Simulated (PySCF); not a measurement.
C3H4F2O.
InChI=1S/C3H4F2O/c4-1-2-3(5)6-2/h2-3H,1H2/t2-,3-/m0/s1

All values: PBE0/def2-SVPD (PySCF, non-relativistic), on one gas-phase PBE0-D3(BJ)/def2-SVP geometry that isn't relaxed in the solvent. The solvent is an IEF-PCM continuum (van der Waals radii × 1.2), and excitations are vertical TDDFT with non-equilibrium linear response and a frozen core. Only the electrostatic response of the medium enters.

Gas-phase singlets (H = HOMO, L = LUMO):

```
state  E (eV)  λ (nm)      f  leading configuration
   S1   8.235     151  0.013                H→L 48%
   S2   8.473     146  0.022              H→L+1 47%
   S3   8.669     143  0.041              H-1→L 46%
   S4   8.949     139  0.002            H-1→L+1 58%
   S5   8.999     138  0.042              H→L+2 88%
```

Task: How does the list change in water (ε = 78.36)?

Result: 
| state | E (eV) | λ (nm) | f | leading configuration | change by rank (eV) |
| --- | --- | --- | --- | --- | --- |
| S1 | 8.187 | 151 | 0.019 | H→L 69% | -0.048 |
| S2 | 8.511 | 146 | 0.015 | H→L+1 47% | +0.038 |
| S3 | 8.600 | 144 | 0.048 | H-1→L 51% | -0.069 |
| S4 | 9.028 | 137 | 0.004 | H-1→L+1 75% | +0.079 |
| S5 | 9.126 | 136 | 0.073 | H→L+2 91% | +0.127 |

Task: How do the frontier levels move from gas to water?

Result: 
| orbital | gas (eV) | solvent (eV) | change (eV) |
| --- | --- | --- | --- |
| LUMO+2 | 1.29 | 1.60 | +0.31 |
| LUMO+1 | 0.95 | 1.13 | +0.18 |
| LUMO | 0.73 | 0.88 | +0.15 |
| HOMO | -8.94 | -8.76 | +0.18 |
| HOMO-1 | -9.36 | -9.19 | +0.17 |
| HOMO-2 | -10.36 | -10.22 | +0.14 |
| HOMO-3 | -10.99 | -10.89 | +0.10 |

The HOMO–LUMO gap goes from 9.67 to 9.64 eV. Rows go by rank; for LUMO, LUMO+1 and LUMO+2 the atom shares or the degeneracy differ between the runs, so the row needn't follow one orbital.

Hardware: an Arm Neoverse V2 with one thread, shared host with 96 logical CPUs at a one-minute load of 51. Cost: 15 s of wall time, 0.76 GiB resident at most. This is the whole response run at PBE0/def2-SVPD in water, SCF included.

Conformer computed: `[F:1][CH2:2][C@@H:3]1[O:4][C@@H:5]1[F:6]`: F1–C2–C3–O4 174°.
